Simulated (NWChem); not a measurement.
System: ethane (C₂H₆); SMILES CC

The following NWChem deck was run.

```
start job
memory heap 200 mb stack 900 mb global 1100 mb
geometry units angstroms noautoz
  C      0.000000     0.000000     0.759558
  C      0.000000     0.000000    -0.759558
  H     -0.724029     0.724029     1.165167
  H      0.989042     0.265013     1.165167
  H     -0.265013    -0.989042     1.165167
  H     -0.989042    -0.265013    -1.165167
  H      0.724029    -0.724029    -1.165167
  H      0.265013     0.989042    -1.165167
end
basis spherical
  * library def2-tzvp
end
dft
  xc xcamb88 1.00 lyp 0.81 vwn_5 0.19 hfexch 1.00
  cam 0.33 cam_alpha 0.19 cam_beta 0.46
  iterations 150
  mulliken
end
task dft gradient
```

Output (shortened):

```
             Northwest Computational Chemistry Package (NWChem) 7.3.0
             --------------------------------------------------------

 D3D symmetry detected

                             Geometry "geometry" -> ""
                             -------------------------

 Output coordinates in angstroms (scale by  1.889725989 to convert to a.u.)

  No.       Tag          Charge          X              Y              Z
 ---- ---------------- ---------- -------------- -------------- --------------
    1 C                    6.0000     0.00000000     0.00000000     0.75955800
    2 C                    6.0000    -0.00000000     0.00000000    -0.75955800
    3 H                    1.0000    -0.72402900     0.72402900     1.16516700
    4 H                    1.0000     0.98904200     0.26501301     1.16516700
    5 H                    1.0000    -0.26501301    -0.98904200     1.16516700
    6 H                    1.0000    -0.98904200    -0.26501301    -1.16516700
    7 H                    1.0000     0.72402900    -0.72402900    -1.16516700
    8 H                    1.0000     0.26501301     0.98904200    -1.16516700

 Effective nuclear repulsion energy (a.u.)      42.1254118575

      Symmetry information
      --------------------

 Group name             D3d
 Group number             33
 Group order              12
 No. of unique centers     2

                                 NWChem DFT Module
                                 -----------------

 Summary of "ao basis" -> "ao basis" (spherical)
 ------------------------------------------------------------------------------
       Tag                 Description            Shells   Functions and Types
 ---------------- ------------------------------  ------  ---------------------
 C                         def2-tzvp                11       31   5s3p2d1f
 H                         def2-tzvp                 4        6   3s1p

      Symmetry analysis of basis
      --------------------------

        a1g        17
        a1u         2
        a2g         2
        a2u        17
        eg         30
        eu         30

  Rotation of axis

            General Information
            -------------------
          SCF calculation type: DFT
          Wavefunction type:  closed shell.
          No. of atoms     :     8
          No. of electrons :    18
           Alpha electrons :     9
            Beta electrons :     9
          Charge           :     0
          Spin multiplicity:     1
          Use of symmetry is: on ; symmetry adaption is: on
          Maximum number of iterations: 150
          AO basis - number of functions:    98
                     number of shells:    46
          Convergence on energy requested:  1.00D-06
          Convergence on density requested:  1.00D-05
          Convergence on gradient requested:  5.00D-04

              XC Information
              --------------
                     Hartree-Fock (Exact) Exchange  1.000
                   CAM-Becke88 Exchange Functional  1.000
                      VWN V Correlation Functional  0.190 local
              Lee-Yang-Parr Correlation Functional  0.810

           Range-Separation Parameters
           ---------------------------
           Alpha           :  0.19
           Beta            :  0.46
           Gamma           :  0.33
           Short-Range HF  :     F

             Grid Information
             ----------------
          Grid used for XC integration:  medium
          Radial quadrature: Mura-Knowles
          Angular quadrature: Lebedev.
          Tag              B.-S. Rad. Rad. Pts. Rad. Cut. Ang. Pts.
          ---              ---------- --------- --------- ---------
          C                   0.70       49           8.0       434
          H                   0.35       45          10.0       434
          Grid pruning is: on
          Number of quadrature shells:    94
          Spatial weights used:  Erf1

      Superposition of Atomic Density Guess
      -------------------------------------

 Sum of atomic energies:         -78.34151161

      Non-variational initial energy
      ------------------------------

 Total energy =     -79.682471
 1-e energy   =    -186.371171
 2-e energy   =      64.563289
 HOMO         =      -0.423455
 LUMO         =       0.075933

      Symmetry analysis of molecular orbitals - initial
      -------------------------------------------------

  Numbering of irreducible representations:

     1 a1g         2 a1u         3 a2g         4 a2u         5 eg
     6 eu

  Orbital symmetries:

     1 a1g         2 a2u         3 a1g         4 a2u         5 eu
     6 eu          7 a1g         8 eg          9 eg         10 a1g
    11 a2u        12 eu         13 eu         14 eg         15 eg
    16 a2u        17 a1g        18 eg         19 eg

     ---------------------------------------------
      Total Density - Mulliken Population Analysis
     ---------------------------------------------

    Atom       Charge   Shell Charges
 -----------   ------   -------------------------------------------------------
    1 C    6     6.49   0.86  1.12  0.55  0.66  0.13  1.26  1.42  0.43  0.01  0.05  0.00
    2 C    6     6.49   0.86  1.12  0.55  0.66  0.13  1.26  1.42  0.43  0.01  0.05  0.00
    3 H    1     0.84   0.24  0.45  0.13  0.02
    4 H    1     0.84   0.24  0.45  0.13  0.02
    5 H    1     0.84   0.24  0.45  0.13  0.02
    6 H    1     0.84   0.24  0.45  0.13  0.02
    7 H    1     0.84   0.24  0.45  0.13  0.02
    8 H    1     0.84   0.24  0.45  0.13  0.02

   convergence    iter        energy       DeltaE   RMS-Dens  Diis-err
 ---------------- ----- ----------------- --------- --------- ---------
 d= 0,ls=0.0,diis     1    -79.7834283217 -1.22D+02  2.52D-03  2.44D-01
 d= 0,ls=0.0,diis     2    -79.8031041698 -1.97D-02  5.08D-04  5.64D-03
 d= 0,ls=0.0,diis     3    -79.8033864226 -2.82D-04  2.63D-04  3.89D-03
 d= 0,ls=0.0,diis     4    -79.8038534076 -4.67D-04  3.08D-05  1.95D-05
 d= 0,ls=0.0,diis     5    -79.8038561199 -2.71D-06  6.21D-06  7.54D-07
 d= 0,ls=0.0,diis     6    -79.8038562210 -1.01D-07  9.44D-07  1.19D-09

         Total DFT energy =      -79.803856220966
      One electron energy =     -189.095525198103
           Coulomb energy =       80.192103006186
    Exchange-Corr. energy =      -13.025845886595
 Nuclear repulsion energy =       42.125411857545

 Numeric. integr. density =       17.999996593917

                  Occupations of the irreducible representations
                  ----------------------------------------------

                     irrep           alpha         beta
                     --------     --------     --------
                     a1g               3.0          3.0
                     a1u               0.0          0.0
                     a2g               0.0          0.0
                     a2u               2.0          2.0
                     eg                2.0          2.0
                     eu                2.0          2.0

                       DFT Final Molecular Orbital Analysis
                       ------------------------------------

 Vector    7  Occ=2.000000D+00  E=-4.362870D-01  Symmetry=a1g
              MO Center= -8.0D-16, -3.9D-16,  3.6D-17, r^2= 1.7D+00
   Bfn.  Coefficient  Atom+Function         Bfn.  Coefficient  Atom+Function
  ----- ------------  ---------------      ----- ------------  ---------------
     8      0.305720  1 C  pz                39     -0.305720  2 C  pz
    11      0.228833  1 C  pz                42     -0.228833  2 C  pz
    14      0.105471  1 C  pz                45     -0.105471  2 C  pz
    64      0.074229  3 H  s                 70      0.074229  4 H  s
    76      0.074229  5 H  s                 82      0.074229  6 H  s

 Vector    8  Occ=2.000000D+00  E=-4.045134D-01  Symmetry=eg
              MO Center=  1.5D-15,  1.4D-15,  5.8D-15, r^2= 2.4D+00
   Bfn.  Coefficient  Atom+Function         Bfn.  Coefficient  Atom+Function
  ----- ------------  ---------------      ----- ------------  ---------------
     6      0.213665  1 C  px                37     -0.213665  2 C  px
    64     -0.177670  3 H  s                 88     -0.177670  7 H  s
     9      0.151979  1 C  px                40     -0.151979  2 C  px
    70      0.150844  4 H  s                 82      0.150844  6 H  s
    63     -0.121489  3 H  s                 87     -0.121489  7 H  s

 Vector    9  Occ=2.000000D+00  E=-4.045134D-01  Symmetry=eg
              MO Center=  9.1D-16,  3.2D-16,  1.8D-15, r^2= 2.4D+00
   Bfn.  Coefficient  Atom+Function         Bfn.  Coefficient  Atom+Function
  ----- ------------  ---------------      ----- ------------  ---------------
     7      0.213665  1 C  py                38     -0.213665  2 C  py
    76     -0.189667  5 H  s                 94     -0.189667  8 H  s
    10      0.151979  1 C  py                41     -0.151979  2 C  py
    75     -0.129692  5 H  s                 93     -0.129692  8 H  s
    70      0.118066  4 H  s                 82      0.118066  6 H  s

[...]

                         DFT ENERGY GRADIENTS

    atom               coordinates                        gradient
                 x          y          z           x          y          z
   1 C       0.000000   0.000000   1.435356   -0.000000   0.000000  -0.007978
   2 C      -0.000000   0.000000  -1.435356    0.000000  -0.000000   0.007978
   3 H      -1.368216   1.368216   2.201846   -0.004260   0.004260   0.002846
   4 H       1.869018   0.500802   2.201846    0.005819   0.001559   0.002846
   5 H      -0.500802  -1.869018   2.201846   -0.001559  -0.005819   0.002846
   6 H      -1.869018  -0.500802  -2.201846   -0.005819  -0.001559  -0.002846
   7 H       1.368216  -1.368216  -2.201846    0.004260  -0.004260  -0.002846
   8 H       0.500802   1.869018  -2.201846    0.001559   0.005819  -0.002846
```

Level: CAM-B3LYP/def2-TZVP. Structure relaxed at the PBE0/def2-SVP level.
